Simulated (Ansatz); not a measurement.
C2H3Cl, singlet: CASSCF and its corrections

Computed with Ansatz's Gaussian-basis code (development build). Basis cc-pVDZ on C/H, cc-pV(D+d)Z on Cl, nonrelativistic, 7 orbitals frozen in the corrections. State-specific CASSCF; RHF is the lowest restricted (open-shell) Hartree–Fock solution met. Solutions may break the symmetry of the shape. Lower solutions, or ones in other orbitals, may exist.

Geometry:

```xyz
6

C    -0.0578    0.5044   -0.5604
C     0.0118   -0.2756   -1.6372
Cl    0.0207   -0.1042    1.0575
H    -0.1688    1.5810   -0.6067
H    -0.3438   -1.2990   -1.6329
H     0.4366    0.1171   -2.5535
```

Question: What do CASSCF and its corrections give against RHF in CAS(4,3), and what are the occupations?

Answer: CASSCF -0.834 eV, SC-NEVPT2 -11.199 eV; occupations 2.00, 1.90, 0.10.

Question: How do single-reference totals in the same basis and frozen core stand against SC-NEVPT2 in CAS(4,3)?

Answer: CCSD(T) -1.337 eV. Coupled cluster stands on the determinant that it favours, which can lie over the RHF solution above, and is in doubt where the occupations are far from 0, 1 and 2.

Question: Roughly how much CPU time does a whole run from the default start take (median of such runs, summed over threads; nearly all runs on one pinned thread of a shared server, mostly Xeon at 2.3 to 2.6 GHz, by a development driver)?

Answer: CAS(4,3): about 3.3 s. Other jobs ran beside these, and the count of passes differs.
